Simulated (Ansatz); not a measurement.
**SiH₃O (doublet): from Hartree-Fock to the top rungs at a displaced geometry (v2), cc-pVDZ**

The task here is to estimate one member of a computed series from the others.

Method: cc-pVDZ, core rule «outside noble gas», up to 6 orbitals frozen; program: Ansatz 0.2.0, Gaussian basis.

Plan: UHF; CCSD(T) on ROHF; CCSD(T) on UHF; BCCD(T) on ROHF; CISD; CCSDT(Q) on ROHF; CCSDT(Q) on UHF.

26 further runs of the same task are left out: 1 for a known fault of the program, 8 that didn't finish, 17 set aside as unsound or not needed.

## The geometry

The geometry is a PBE0/def2-TZVP stationary point (not a proven minimum) with its atoms shifted at random (size 0.100 Å).

5 atoms, charge 0, spin multiplicity 2.

Atoms are counted from 1 here; the program's logs count them from 0.

Bond lengths: Si1–O2 1.632 Å, Si1–H3 1.477 Å, Si1–H4 1.428 Å, O2–H5 1.087 Å. Angles: O2–Si1–H3 115.3°, O2–Si1–H4 109.7°, H3–Si1–H4 110.9°, Si1–O2–H5 119.9°.

The first run:

File in.yaml:

```yaml
crystal:
  periodic: [false, false, false]
  atoms:
    - {symbol: Si, position_ang: [-0.026315, -0.030802, 0.576402]}
    - {symbol: O, position_ang: [-0.016074, 0.109499, -1.049774]}
    - {symbol: H, position_ang: [0.614548, -1.250670, 1.109061]}
    - {symbol: H, position_ang: [0.541140, 1.140740, 1.163791]}
    - {symbol: H, position_ang: [-0.167298, -0.769912, -1.670417]}
basis:
  gaussian: {orbitals: cc-pVDZ}
magnetization: {spin_polarized: true, initial_magnetization: 1}
hamiltonian: {xc: hf}
output: {orbitals: {seedname: orbitals}}
```

Started as:

```
ansatz run in.yaml --threads 1 --pin off --events-out ev --progress --plain --max-ram 2393MiB
```

Among the steps run: UHF; CCSD(T) on ROHF; CCSD(T) on UHF; BCCD(T) on ROHF; CISD; CCSDT(Q) on ROHF; CCSDT(Q) on UHF.

One table of the session follows, with a row left open; its other results are not shown here.

It belongs to the step «Misses and costs». 

| method | from UCCSDT(Q) (meV) |
| --- | --- |
| ROHF | +8496.5 |
| UHF | +8459.3 |
| RMP2 | +856.2 |
| UMP2 | +851.0 |
| CISD | +855.3 |
| RCCSD | ? |
| UCCSD | +214.4 |
| RCCSD(T) | +38.7 |
| UCCSD(T) | +38.5 |
| BCCD(T) | +37.2 |
| RCCSDT | +21.3 |
| UCCSDT | +21.1 |
| RCCSDT(Q) | +1.6 |
| UCCSDT(Q) | 0 |

**Question.** Estimate the row for RCCSD.

The run gave: from UCCSDT(Q) (meV): +215.1. In the column «from UCCSDT(Q) (meV)» it lies between UCCSD (+214.4) and UMP2 (+851.0).

Limits of these values: Restricted and unrestricted rows rest on different reference determinants; where their highest levels disagree by more than a few hundredths of an eV, they describe different states and don't form one ladder.
